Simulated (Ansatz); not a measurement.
Relaxed structures of MgSiNH$_{3}$, closed shell (PBE0-D4/def2-TZVP; forces vanish, vibrations not checked; lower isomers may exist, and structures with a doubtful reference or unclear bonds are left out; Å). Ansatz 0.2.0; basis: def2-TZVPP; cores frozen in the correlated methods. The outer core shell of Li, Na, Mg and K is correlated. The def2 sets are not built for correlating such inner shells, so the correlated values are less sure here.

(1) Rank them by CCSD(T) energy, lowest first, and give each one's height above the lowest. Links in brackets join atoms within 1.22 times the sum of their covalent radii (1.1 for two metals). (Judge from chemistry; the value comes from the calculation.)
A.
MgSiNH₃ ([NH]1[MgH][SiH]1)
```
6
angstrom
N -0.3064 -0.7599 -0.2467
Mg 1.2012 -1.9363 0.1994
Si 0.6614 0.6077 -0.3504
H -1.3067 -0.7951 -0.3921
H -0.2344 1.7903 -0.7028
H 2.1689 -3.2710 0.5928
```
B.
MgSiNH₃ ([MgH][N][SiH2])
```
6
angstrom
N -0.2331 -0.1098 -0.0426
Mg -1.5532 -1.4097 -0.3226
Si 0.8742 0.9831 0.1956
H -2.7490 -2.5870 -0.5766
H 1.6522 1.6700 -0.8747
H 1.3100 1.4938 1.5267
```
C.
MgSiNH₃ ([NH]1[Mg][SiH2]1)
```
6
angstrom
N -0.5443 -0.9052 -0.1441
Mg 1.1766 -1.7380 0.0330
Si 0.3608 0.5554 0.0924
H -1.5472 -0.8473 -0.2794
H 0.4418 1.5555 -1.0220
H 0.1123 1.3796 1.3201
```

T1 diagnostic: at most 0.017. The restricted Hartree–Fock reference is unstable towards an unrestricted one at one or more of these structures. A large double-excitation amplitude points to some diradical character; no triplet was computed.

Results:

(1) Computed: A (0.00 kcal/mol), B (10.58 kcal/mol), C (15.48 kcal/mol). Heights count from the lowest.

For scale, one of the runs: CCSD(T)/def2-TZVPP, 147 basis functions, launched by `ansatz run in.yaml --threads 2 --pin off --events-out ev --progress --plain --max-ram 4352MiB`. Time: 26 s of wall clock on 2 CPU threads of an Intel Xeon Platinum 8259CL; the host was shared. Peak host memory: 0.99 GiB.
